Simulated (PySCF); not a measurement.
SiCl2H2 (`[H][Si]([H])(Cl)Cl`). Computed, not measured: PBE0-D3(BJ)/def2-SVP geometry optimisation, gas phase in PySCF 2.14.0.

```
atom  x, y, z in Å
Si1   -0.1170    0.0007   -0.0807
Cl2   -0.1097   -0.0208    1.9745
Cl3    1.8120    0.0117   -0.7870
H4    -0.7954    1.2369   -0.5404
H5    -0.7899   -1.2285   -0.5663
```

Question: Work out the bond lengths Si1–Cl2, Si1–Cl3, Si1–H4, Si1–H5 in Å.

Answer: For Si1–Cl2 the difference vector is (0.0073, -0.0215, 2.0552) Å, of length 2.0553 Å. Si1–Cl2 2.055; Si1–Cl3 2.054; Si1–H4 1.483; Si1–H5 1.483 Å.

Question: How far apart are these pairs, which share no bond: H4···H5?

Answer: H4···H5 2.466 Å (2 bonds apart).

Question: Where is the centre of mass (commonest isotopes), and what is the radius of gyration?

Answer: Mass 99.930 u; centre at (0.547, -0.003, 0.382) Å; Rg = √(Σ m r²/M) = 1.531 Å. As Ia + Ib + Ic = 2 Σ m r², the three principal moments sum to 468.6 u·Å².

Question: What are the angles Cl2–Si1–Cl3, Cl2–Si1–H4, Cl3–Si1–H4, Cl3–Si1–H5, H4–Si1–H5, Cl2–Si1–H5?

Answer: From the scalar product of the two bond vectors; for Cl2–Si1–Cl3 it is -1.4377 Å² over 2.0553 × 2.0543 Å², cos θ = -0.3405. Cl2–Si1–Cl3 109.9°; Cl2–Si1–H4 108.7°; Cl3–Si1–H4 108.6°; Cl3–Si1–H5 108.5°; H4–Si1–H5 112.4°; Cl2–Si1–H5 108.7°.

Question: What is the repulsion energy of the bare nuclei, Σ ZA·ZB/RAB?

Answer: 190.68 Eh over 10 pairs, with full nuclear charges and distances in bohr; the largest single term is 61.31 Eh (Si1 with Cl3).

The point group is C2v within 0.08 Å; differences among equivalent distances and angles are scatter left by the optimiser. Whether it is a minimum is left open (no frequencies).
